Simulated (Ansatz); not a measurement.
Relaxation of ClH6NSi (9 atoms, charge 0, multiplicity 1), to a largest force component of 0.03 eV/Å in at most 50 steps.

Computed with Ansatz, RKS PBE0/def2-SVP.

```xyz
9
Properties=species:S:1:pos:R:3:forces:R:3
Si 0.202 0.537 -0.344 0.34 1.02 0.64
H 0.800 -0.464 2.056 0.74 -1.62 -0.25
Cl 1.795 -0.685 -0.897 -0.03 0.01 0.01
H -0.318 1.205 -1.566 -0.01 0.02 -0.03
H -0.826 -0.356 0.238 -0.02 -0.03 -0.01
N 0.669 1.856 0.753 -0.25 -0.60 -0.99
H 1.386 1.701 1.455 -0.06 -0.04 -0.07
H 0.846 2.739 0.279 -0.02 -0.03 0.02
H 0.519 0.164 2.260 -0.70 1.26 0.69
```

Q: Where does it end, and by what steps?

A: The run converged. The force dipped under the threshold on the way, but the program's further checks kept it going. After 24 steps the energy has fallen by 0.310 eV; H9 moved furthest, 1.37 Å.

```json
{"step": "0", "energy less start (eV)": "0.0000", "largest force component (eV/Å)": "1.616", "accepted": "yes"}
{"step": "1", "energy less start (eV)": "-0.1603", "largest force component (eV/Å)": "0.604", "accepted": "yes"}
{"step": "2", "energy less start (eV)": "-0.2200", "largest force component (eV/Å)": "0.422", "accepted": "yes"}
{"step": "3", "energy less start (eV)": "-0.2531", "largest force component (eV/Å)": "0.284", "accepted": "yes"}
{"step": "4", "energy less start (eV)": "-0.2717", "largest force component (eV/Å)": "0.224", "accepted": "yes"}
{"step": "5", "energy less start (eV)": "-0.2768", "largest force component (eV/Å)": "0.267", "accepted": "yes"}
{"step": "6", "energy less start (eV)": "-0.2774", "largest force component (eV/Å)": "0.489", "accepted": "yes"}
{"step": "7", "energy less start (eV)": "-0.2893", "largest force component (eV/Å)": "0.174", "accepted": "yes"}
{"step": "8", "energy less start (eV)": "-0.2908", "largest force component (eV/Å)": "0.115", "accepted": "yes"}
{"step": "9", "energy less start (eV)": "-0.2978", "largest force component (eV/Å)": "0.249", "accepted": "yes"}
{"step": "10", "energy less start (eV)": "-0.2948", "largest force component (eV/Å)": "0.352", "accepted": "no"}
{"step": "11", "energy less start (eV)": "-0.3019", "largest force component (eV/Å)": "0.194", "accepted": "yes"}
{"step": "12", "energy less start (eV)": "-0.3049", "largest force component (eV/Å)": "0.109", "accepted": "yes"}
{"step": "13", "energy less start (eV)": "-0.3006", "largest force component (eV/Å)": "0.283", "accepted": "no"}
{"step": "14", "energy less start (eV)": "-0.3060", "largest force component (eV/Å)": "0.047", "accepted": "yes"}
{"step": "15", "energy less start (eV)": "-0.3070", "largest force component (eV/Å)": "0.052", "accepted": "yes"}
{"step": "16", "energy less start (eV)": "-0.3073", "largest force component (eV/Å)": "0.103", "accepted": "yes"}
{"step": "17", "energy less start (eV)": "-0.3076", "largest force component (eV/Å)": "0.081", "accepted": "yes"}
{"step": "18", "energy less start (eV)": "-0.3081", "largest force component (eV/Å)": "0.038", "accepted": "yes"}
{"step": "19", "energy less start (eV)": "-0.3084", "largest force component (eV/Å)": "0.034", "accepted": "yes"}
{"step": "20", "energy less start (eV)": "-0.3086", "largest force component (eV/Å)": "0.065", "accepted": "yes"}
{"step": "21", "energy less start (eV)": "-0.3088", "largest force component (eV/Å)": "0.043", "accepted": "yes"}
{"step": "22", "energy less start (eV)": "-0.3092", "largest force component (eV/Å)": "0.013", "accepted": "yes"}
{"step": "23", "energy less start (eV)": "-0.3096", "largest force component (eV/Å)": "0.074", "accepted": "yes"}
{"step": "24", "energy less start (eV)": "-0.3100", "largest force component (eV/Å)": "0.027", "accepted": "yes"}
```

```xyz
9
Properties=species:S:1:pos:R:3
Si 0.065 0.760 -0.631
H 1.385 -0.658 2.403
Cl 1.347 -0.894 -0.602
H 0.121 1.303 -2.014
H -1.277 0.238 -0.265
N 0.484 2.013 0.461
H 0.366 1.869 1.459
H 1.290 2.600 0.273
H 1.293 -0.535 3.149
```

Whether the end is a true minimum wasn't checked by a vibrational analysis.

Run time: 75 s on 1 thread of Arm Neoverse V1 (shared host), peak memory 0.15 GiB.
